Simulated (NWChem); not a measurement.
System: dimethyl ether (C2H6O); SMILES COC

NWChem input:

```
start job
memory heap 200 mb stack 900 mb global 1100 mb
geometry units angstroms noautoz
  C      1.161079     0.000000     0.184739
  O      0.000000     0.000000    -0.581115
  C     -1.161079     0.000000     0.184739
  H      1.233042    -0.895231     0.836189
  H      1.233042     0.895231     0.836189
  H      2.021460     0.000000    -0.499582
  H     -1.233042    -0.895231     0.836189
  H     -2.021460     0.000000    -0.499582
  H     -1.233042     0.895231     0.836189
end
basis spherical
  C library 3-21g
  O library 3-21g
  H library 3-21g
end
dft
  xc xpbe96 cpbe96
  iterations 150
end
tddft
  cis
  nroots 6
  notriplet
end
task tddft energy
```

STO-3G and 3-21G are far too small for this property and stand as cheap habits. The geometry was optimised at PBE0/def2-SVP.

Vertical excitations in the gas phase.

Task: What results follow from this input? (PBE/3-21G, TDA.) Quantities: basis functions; lowest excitation, singlet (eV); oscillator strength of that lowest state; lowest state with f > 0.02, singlet (eV); oscillator strength of that bright state; orbital gap (eV).

Result: 
```
Item                                      Value
----------------------------------------  -----
number of basis functions                    39
lowest excitation, singlet (eV)            7.70
oscillator strength of that lowest state  0.059
lowest state with f > 0.02, singlet (eV)   7.70
oscillator strength of that bright state  0.059
orbital gap (eV)                           7.48
```
